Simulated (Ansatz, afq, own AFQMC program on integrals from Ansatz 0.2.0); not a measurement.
## SiGeH2, singlet → SiGeH$_{2}$⁺, doublet

```xyz
4

Si    0.0000   -0.0039    1.5661
Ge    0.0000   -0.0238   -0.5845
H     0.0000    1.3266    0.5226
H     0.0000    0.5003   -2.0341
```

Connectivity, by distances: Si–GeH, 1 bridging H.

E(doublet, charge +1) − E(singlet, charge +0) at this geometry, on RHF and UHF determinants.

Basis cc-pVTZ. Noble-gas cores (and the filled d shells of Ga–Kr and In–Xe) are frozen. Integrals, coupled cluster, full CI and functionals: Ansatz 0.2.0; the random walks run on the same integrals in our own AFQMC program. The CISD trial takes its coefficients from CCSD amplitudes. Released means that phaseless walkers are propagated on without the constraint, phases kept. Uncertainties: one standard error, sampling alone. No spin–orbit coupling. The errors of all members are added in quadrature.

No full CI on the walks' own integrals is used here; CCSDT(Q) serves as the reference and is uncertain by about the last step of the cluster series. Each member takes its own surest rung, up to full CI.

Errors are counted within cc-pVTZ, not against nature.

Cautions: inner d shell frozen; no relativity below Rb; no spin-orbit coupling; SiGeH₂ (singlet): higher spins were not checked, restricted determinant unstable towards unrestricted (UHF 61 meV lower, ⟨S²⟩ 0.35), (T) is large, 6 % of the CCSD correlation, its ph-AFQMC/CISD value lies 29 ± 5 meV above CCSDT(Q); SiGeH₂⁺ (doublet): its ph-AFQMC/CISD value lies 17 ± 5 meV above CCSDT(Q).

```json
{"level": "CCSD", "vertical ionization energy (kcal/mol)": "183.0"}
{"level": "HF", "vertical ionization energy (kcal/mol)": "157.7"}
```

**Question.** From these cheaper values, estimate the vertical ionization energy at the reference level in cc-pVTZ.

**Answer.** 186.4 kcal/mol (CCSDT(Q) in cc-pVTZ).

| level | vertical ionization energy (kcal/mol) | error against CCSDT(Q) (kcal/mol) |
| --- | --- | --- |
| MP2 | 186.0 | -0.4 |
| CCSD(T) | 186.2 | -0.2 |
| CCSDT | 185.9 | -0.5 |
| ph-AFQMC/CISD | 186.1 ± 0.2 | -0.3 ± 0.2 |
| released AFQMC | 186.2 ± 0.2 | -0.2 ± 0.2 |

Correlation beyond CCSD(T) adds 0.2 kcal/mol. The perturbative (T) step is worth +3.2 kcal/mol.

A walk keeps the symmetry of its determinant, which the program's search chose and which needn't be the lowest solution, so a lower state of the same spin and another symmetry isn't excluded. Released energies are given only where the last usable release times agree within the noise; a slower fall can still hide under it.
